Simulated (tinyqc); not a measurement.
Worked calculation: CCSD on RHF in the sto-3g basis, frozen core, for H2F+, spin multiplicity 1. One step of it, computed by the program tinyqc.

Task: CCSD: starting amplitudes. t_ij^ab = <ij||ab> / (e_i + e_j - e_a - e_b), whose energy is MP2.

orbital energies (hartree): MO1 -26.550679, MO2 -1.964528, MO3 -1.092455, MO4 -0.994562, MO5 -0.981854, MO6 -0.099462, MO7 0.063723

Two-electron integrals over orbitals (pq|rs), unique and non-zero (hartree); the lowest 1 orbital is frozen and left out:
```
(22|22) 0.858670    (32|32) 0.151522    (33|22) 0.739107    (33|33) 0.705382
(42|22) -0.008170   (42|33) -0.006122   (42|42) 0.164757    (43|32) 0.009277
(43|43) 0.047208    (44|22) 0.820580    (44|33) 0.695781    (44|42) -0.081346
(44|44) 0.879750    (52|52) 0.184169    (53|53) 0.036734    (54|52) -0.028811
(54|54) 0.052025    (55|22) 0.883998    (55|33) 0.728711    (55|42) -0.047970
(55|44) 0.832029    (55|55) 0.997514    (62|22) -0.132813   (62|33) -0.079724
(62|42) -0.045066   (62|44) -0.097961   (62|55) -0.138901   (62|62) 0.066791
(63|32) 0.027632    (63|43) 0.020218    (63|63) 0.075027    (64|22) -0.149502
(64|33) -0.084989   (64|42) 0.003783    (64|44) -0.155213   (64|55) -0.153458
(64|62) 0.058114    (64|64) 0.076620    (65|52) -0.049007   (65|54) -0.009940
(65|65) 0.022837    (66|22) 0.535628    (66|33) 0.527431    (66|42) 0.061233
(66|44) 0.512900    (66|55) 0.516284    (66|62) -0.040970   (66|64) -0.021126
(66|66) 0.523729    (72|32) 0.072383    (72|43) -0.018319   (72|63) -0.023334
(72|72) 0.058884    (73|22) 0.224708    (73|33) 0.166143    (73|42) -0.050699
(73|44) 0.208879    (73|55) 0.241957    (73|62) -0.067188   (73|64) -0.089716
(73|66) 0.012310    (73|73) 0.166202    (74|32) -0.048427   (74|43) 0.007227
(74|63) -0.044707   (74|72) -0.010937   (74|74) 0.045812    (75|53) 0.025905
(75|75) 0.020352    (76|32) -0.089102   (76|43) -0.050718   (76|63) -0.093627
(76|72) 0.001725    (76|74) 0.059114    (76|76) 0.167291    (77|22) 0.597338
(77|33) 0.594321    (77|42) 0.004452    (77|44) 0.576604    (77|55) 0.587407
(77|62) -0.041123   (77|64) -0.032420   (77|66) 0.518928    (77|73) 0.073776
(77|77) 0.559170
```

Give: Starting amplitudes; correlation energy.

Result:

Starting amplitudes (spin orbitals 1a, 1b, ...; amplitudes related by a flip of all spins are not repeated):
```
from      to        t
3a 3b  7a 7b  -0.0719
3a 4b  6b 7a  -0.0437
4a 4b  6a 6b  -0.0428
3a 3b  6a 6b  -0.0378
2a 3b  6a 7b   0.0222
3a 4a  6a 7a  -0.0219
3a 4b  6a 7b   0.0218
4a 4b  7a 7b  -0.0216
2a 4b  6a 6b  -0.0211
2a 2b  6a 6b  -0.0179
2a 2b  7a 7b  -0.0145
2a 3a  6a 7a   0.0145
5a 5b  6a 6b  -0.0129
5a 5b  7a 7b  -0.0097
2a 3b  6b 7a  -0.0077
2a 4b  7a 7b   0.0035
```

correlation energy = -0.040514 hartree
